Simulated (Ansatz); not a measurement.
1T (CdI2-type) ZrSe2, treated with PBE0-D3(BJ) (plane waves, PAW; Ansatz, a program for electronic structure).

The cell is the one relaxed with PBE-D3(BJ): a = b = 3.7351 Å, c = 6.0306 Å, α = β = 90.00°, γ = 120.00°.

Question: Give the computed interlayer binding energy.

Answer: 
- interlayer binding energy = 32.7 meV/Å²

Note: exact exchange on metals is sensitive to the k mesh and can open a false gap.

The computed numbers hold no vibrational or temperature effects.

Computing time: about 18 core-minutes (a rough figure).
